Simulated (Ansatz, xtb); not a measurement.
Relative energy of two isomers of C4H9Cl

We compare a, `CC(C)(C)Cl`, a singlet, with b, `CCCCCl`, a singlet. Both are isolated molecules in the gas phase, relaxed with r2SCAN-D4/def2-SVP; each stands in its lowest conformer found.

a (Å):

```tsv
atom	x (Å)	y (Å)	z (Å)
C	0.3517	0.3918	0.4170
C	-0.0821	-0.8542	1.1752
C	-1.4245	-1.3784	0.6867
C	-0.0710	-0.6360	2.6812
Cl	1.1719	-2.1677	0.8132
H	-0.3696	1.2058	0.6030
H	1.3465	0.7263	0.7462
H	0.3891	0.2005	-0.6655
H	-2.2071	-0.6258	0.8826
H	-1.6972	-2.3079	1.2079
H	-1.3984	-1.5801	-0.3943
H	-0.8064	0.1429	2.9458
H	0.9215	-0.3083	3.0239
H	-0.3360	-1.5606	3.2147
```

b (Å):

```xyz
14

C    -0.4772    0.1078   -0.5728
C    -0.5036    0.0897    0.9513
C    -0.1291   -1.2747    1.5308
C    -0.1593   -1.2764    3.0460
Cl    0.2838   -2.8917    3.7179
H     0.5254   -0.1430   -0.9561
H    -0.7493    1.0978   -0.9699
H    -1.1840   -0.6270   -0.9915
H    -1.5095    0.3764    1.3100
H     0.1880    0.8573    1.3451
H    -0.8212   -2.0491    1.1555
H     0.8797   -1.5676    1.1900
H     0.5552   -0.5536    3.4680
H    -1.1618   -1.0391    3.4332
```

Energies in hartree; the thermal terms are from GFN2-xTB frequencies at re-optimised GFN2-xTB minima (ideal gas, soft modes damped towards free rotors, one conformer each, 298.15 K, 1 atm) and include the zero-point energy:

|  | a | b |
| --- | --- | --- |
| E, CCSD(T)/def2-SVP | −616.773532 | −616.762487 |
| E, MP2/def2-SVP | −616.684963 | −616.672799 |
| E, MP2/def2-TZVPP | −617.195524 | −617.184448 |
| zero-point energy | 0.120509 | 0.121594 |
| H(298 K) − E | 0.128267 | 0.129259 |
| G(298 K) − E | 0.091599 | 0.090588 |

Task: Correct the CCSD(T) difference for the basis set by the MP2 change, then work out ΔE, ΔE₀, ΔH and ΔG for a → b in kJ/mol (1 Eh = 2625.50 kJ/mol) and the equilibrium ratio [b]/[a].

Result: 1. Differences b − a: CCSD(T) +0.011045, MP2 in the small set +0.012164, MP2 in the large set +0.011076 Eh.
2. ΔE = +0.011045 + (+0.011076 − (+0.012164)) = +0.009957 Eh = +26.14 kJ/mol.
3. ΔE₀ = ΔE + ΔZPE = +0.009957 + (+0.001085) Eh = +28.99 kJ/mol.
4. ΔH = ΔE + (+0.000992) Eh = +28.75 kJ/mol.
5. ΔG = ΔE + (−0.001011) Eh = +23.49 kJ/mol, so ΔS = (ΔH − ΔG)/T = +17.6 J/(mol K).
6. kT = 0.9442 mEh, so K = [b]/[a] = exp(−ΔG/kT) = exp(−9.47) ≈ 7.7 × 10^−5.

Structure a is favoured at this temperature. An error of 4 kJ/mol in ΔG would change K by a factor of 5. Mirror images and further conformers aren't counted.

As drawn, both hold the same kinds of bond in the same numbers. Structure a has 3 methyl groups, b 1.

Tabulated enthalpies of formation at 298 K (CRC Handbook of Chemistry and Physics) are −182.2 kJ/mol for a and −154.4 kJ/mol for b, so the tabulated ΔH is +27.80 kJ/mol and the calculation departs from it by +0.95 kJ/mol.

Other levels gave ΔE = +29.2 (GFN2-xTB); +10.2 (HF/STO-3G, GFN2-xTB geometries); +28.9 (r2SCAN-D4/def2-SVP//GFN2-xTB); +29.0 (r2SCAN-D4/def2-SVP); +15.9 (HF/def2-SVP); +31.9 (MP2/def2-SVP); +29.0 (CCSD(T)/def2-SVP) kJ/mol. The correlated steps freeze 9 core orbitals. Programs: Ansatz 0.2.0, xtb 6.7.1.
